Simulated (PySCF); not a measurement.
Compound: C4H4F2.
Atom-mapped SMILES: `[CH3:1][C:2]1=[CH:3][C:4]1([F:5])[F:6]`

NICS = −σ at a ghost point: NICS(0) at the centroid of the ring atoms, NICS(1) 1 Å to either side along the normal of their mean plane, zz for the tensor component along that normal. Level: GIAO PBE0/pcSseg-1 (PySCF, non-relativistic, gas phase) on the GFN2-xTB geometry, one conformer.

Ring bond lengths (Å), with Mayer bond orders in brackets: C2–C3 1.321 (1.49), C3–C4 1.463 (1.01), C4–C2 1.467 (0.95).

**Question.** Give the NICS values of each ring in ppm.

**Answer.** 
```
    ring                                                    type  NICS(0)  NICS(1), two faces  NICS(1)zz, two faces  rms pucker (Å)  centre to ring atoms, mean (Å)
C2–C3–C4  3-membered carbocycle; formal bonds 1 double, 2 single    -27.5         -9.2 / -9.2         -14.8 / -14.8            0.00                            0.82
```

**Question.** What can be read from them?

**Answer.** 
- C2–C3–C4: mean NICS(1)zz -14.8 ppm, shielded. C4 has four or more neighbours, and the NICS criterion for π rings isn't applied. NICS(0) lies 18 ppm below the mean NICS(1).

**Question.** At the second NICS(1) probe listed for ring C2–C3–C4, 1 Å off the ring, what do the in-plane components average?

**Answer.** The isotropic value is a third of the trace: (3 × -9.2 − (-14.8))/2 = -6.4 ppm.

**Question.** Give the inner angles of the rings and the Hirshfeld charges of the ring atoms.

**Answer.** 
- C2–C3–C4: C2 63.1° (+0.015 e), C3 63.4° (-0.058 e), C4 53.6° (+0.139 e); sum 180.0° against 180° for a flat convex ring.

Hardware: one thread, Intel Xeon at 2.50 GHz (x86_64) (shared host). Cost: 24 s wall, 0.61 GiB resident at most. This is the whole shielding run at PBE0/pcSseg-1, SCF included.
